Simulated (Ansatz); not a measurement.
# SiB3: from a trial structure to a relaxed crystal

These are results of DFT r2SCAN, scalar-relativistic, plane waves, PAW in Ansatz, not measurements. Cutoff 500 eV, Γ-centred k mesh, Gaussian smearing, no spin polarisation in the final step.

The start puts SiB3 on the TiAl3 (D0_22) structure type (I4/mmm, No. 139), with Si in place of Ti, B in place of Al, at a guessed volume.

```yaml
crystal:
  lattice:
    - [-1.56821, 1.56821, 3.50300]
    - [1.56821, -1.56821, 3.50300]
    - [1.56821, 1.56821, -3.50300]
  atoms:
    - { symbol: Si, position: [0.00000, 0.00000, 0.00000] }
    - { symbol: B, position: [0.50000, 0.50000, 0.00000] }
    - { symbol: B, position: [0.25000, 0.75000, 0.50000] }
    - { symbol: B, position: [0.75000, 0.25000, 0.50000] }
```

Cell and atoms relax at zero pressure; the relaxation can't lower the symmetry of the start. After a coarse first stage the cell is made exact in the group found at 0.06 Å.

Formation energies are uncorrected and refer to the elements' standard structures at the same level.

**Question.** Describe the relaxed structure.

**Answer.** It keeps I4/mmm (No. 139). The result has the TiAl3 (D0_22) structure. Conventional cell: a = 2.934 Å, c = 7.313 Å. Around Si lie 4 B at 2.07 Å and 8 B at 2.34 Å; B on Wyckoff site b (1 atom of the primitive cell) has 4 Si at 2.07 Å and 8 B at 2.34 Å; B on Wyckoff site d (2 atoms of the primitive cell) is coordinated by 4 B at 2.07 Å, 4 B at 2.34 Å and 4 Si at 2.34 Å.

```xyz
4
Lattice="-1.4672 1.4672 3.6566 1.4672 -1.4672 3.6566 1.4672 1.4672 -3.6566" Properties=species:S:1:pos:R:3 pbc="T T T"
Si    0.0000    0.0000    0.0000
B     0.0000    0.0000    3.6566
B     1.4672    0.0000    1.8283
B     0.0000    1.4672    1.8283
```

**Question.** What are its volume, energy, density and gap?

**Answer.** The volume per atom is 7.87 Å³ and the density is 3.19 g/cm³. The energy over the elements is 1.45 eV/atom and the gap on the 22×22×22 mesh is 0 eV (a metal).

The final run used a 22×22×22 mesh on its 4-atom cell and 0.10 eV smearing. For metals, differences of a few meV/atom aren't resolved. Symmetry constrained the relaxation, so the result can be a saddle point.

Cost: 3 runs of about 3 core-minutes in all, on Intel Xeon 6975P-C (Granite Rapids) (shared hosts).